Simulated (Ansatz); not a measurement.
**C4H7 radical: basis-set convergence**

An exercise on one series of results from a longer session: the logs are not shown, and one member is left open.

Computed with Ansatz 0.2.0, Gaussian basis. Level: one geometry, several basis sets.

Plan: PBE0-D4/def2-SVP; ωB97M-V/def2-SVP; PBE0-D4/def2-QZVPP; ωB97M-V/def2-QZVPP; the functionals' def2-TZVPP values are taken from earlier runs.

## The relaxed structure

An earlier PBE0-D4 in a triple-zeta def2 set relaxation fixed the geometry.

11 atoms, charge 0, spin multiplicity 2.

Atoms are counted from 1 here; the program's logs count them from 0.

Bond lengths: C1–C2 1.493 Å, C1–C4 1.493 Å, C1–H5 1.083 Å, C2–C3 1.552 Å, C2–H6 1.097 Å, C2–H7 1.098 Å, C3–C4 1.552 Å, C3–H8 1.090 Å, C3–H9 1.090 Å, C4–H10 1.098 Å, C4–H11 1.097 Å. Angles: C2–C1–C4 94.5°, C2–C1–H5 132.8°, C4–C1–H5 132.8°, C1–C2–C3 87.8°, C1–C2–H6 115.9°, C1–C2–H7 115.7°, C3–C2–H6 115.1°, C3–C2–H7 114.9°, H6–C2–H7 106.8°, C2–C3–C4 89.8°, C2–C3–H8 114.3°, C2–C3–H9 114.5°, C4–C3–H8 114.3°, C4–C3–H9 114.5°, H8–C3–H9 108.5°, C1–C4–C3 87.8°, C1–C4–H10 115.7°, C1–C4–H11 115.9° and more.

Set-up of the first run:

File in.yaml:

```yaml
crystal:
  periodic: [false, false, false]
  atoms:
    - {symbol: C, position_ang: [-0.334009, 0.671080, -0.857472]}
    - {symbol: C, position_ang: [-0.005248, 0.938761, 0.573783]}
    - {symbol: C, position_ang: [0.284086, -0.577967, 0.730110]}
    - {symbol: C, position_ang: [-0.057879, -0.793173, -0.768343]}
    - {symbol: H, position_ang: [-0.643233, 1.312649, -1.673250]}
    - {symbol: H, position_ang: [-0.827305, 1.322369, 1.191260]}
    - {symbol: H, position_ang: [0.856839, 1.594872, 0.749862]}
    - {symbol: H, position_ang: [-0.382809, -1.093594, 1.421650]}
    - {symbol: H, position_ang: [1.313336, -0.817371, 0.998678]}
    - {symbol: H, position_ang: [0.773131, -1.159591, -1.384652]}
    - {symbol: H, position_ang: [-0.911709, -1.455034, -0.961027]}
basis:
  gaussian: {orbitals: def2-SVP}
magnetization: {spin_polarized: true, initial_magnetization: 1}
hamiltonian: {xc: pbe0, dispersion: d4}
output: {orbitals: {seedname: orbitals}}
```

Among the steps run: PBE0-D4 in def2-SVP; ωB97M-V in def2-SVP; PBE0-D4 in def2-QZVPP; ωB97M-V in def2-QZVPP.

One of the session's tables, all rows but one given; the rest of the session is left out.

It belongs to the step «Functionals by basis». 

```
functional       basis  HOMO (eV)
   PBE0-D4    def2-SVP      -5.40
   PBE0-D4  def2-TZVPP      -5.42
   PBE0-D4  def2-QZVPP      -5.43
   ωB97M-V    def2-SVP      -7.43
   ωB97M-V  def2-TZVPP      -7.45
   ωB97M-V  def2-QZVPP          ?
```

Estimate the missing values for ωB97M-V, def2-QZVPP.

As computed: HOMO (eV): -7.46. In the column «HOMO (eV)» it is the lowest.
